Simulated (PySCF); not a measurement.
SMILES [SiH3], doublet at its PBE/def2-SVP optimised geometry (Å):

```
4

Si    -0.4797    -0.3025     0.0000
H      1.0254    -0.3025     0.0000
H     -1.0253    -1.1002     1.1537
H     -1.0254     1.1002     0.0000
```

Calculation: unrestricted PBE/def2-TZVP in PySCF. Cells within 0.4 Å of a nucleus heavier than hydrogen are left out (blank, or x).

Map of the HOMO amplitude (α) (bohr^(-3/2)) on the plane z = 0.0 Å; orbital energy -5.33 eV, overall sign arbitrary:

```
|5555555555555555555555555555555|
|5555555555555555555555555555555|
|5555555555555555555555555555555|
|5555555555555555555555555555555|
|5555555555555555555555555555555|
|5555555556666666555555555555555|
|5555555666666666665555555555555|
|5555555666666666666655555555555|
|5555556667777766666665555555555|
|5555556667888777666666555555555|
|5555555667998877766666655555555|
|5555555667898877776666665555555|
|5555555566778877777766666555555|
|5555555555667777777777666555555|
|5555544444456677788877666655555|
|555544443334xxx6788887766655555|
|555544432224xxx6678998766655555|
|555444332112xxx5567987766655555|
|5554443321003x43456777666555555|
|5554443321000112455666666555555|
|5554443321100012345566655555555|
|5555444332111122345555555555555|
|5555444433222223344555555555555|
|5555544443333333444555555555555|
|5555544444433344445555555555555|
|5555554444444444445555555555555|
|5555555544444444455555555555555|
|5555555555544455555555555555555|
|5555555555555555555555555555555|
|5555555555555555555555555555555|
|5555555555555555555555555555555|
```
Scale: ten equal steps from -0.118 (start of '0') to 0.095 (end of '9'), in the order '0123456789'; x runs from -3.50 to 3.50, y from -3.50 (bottom) to 3.50 (top).
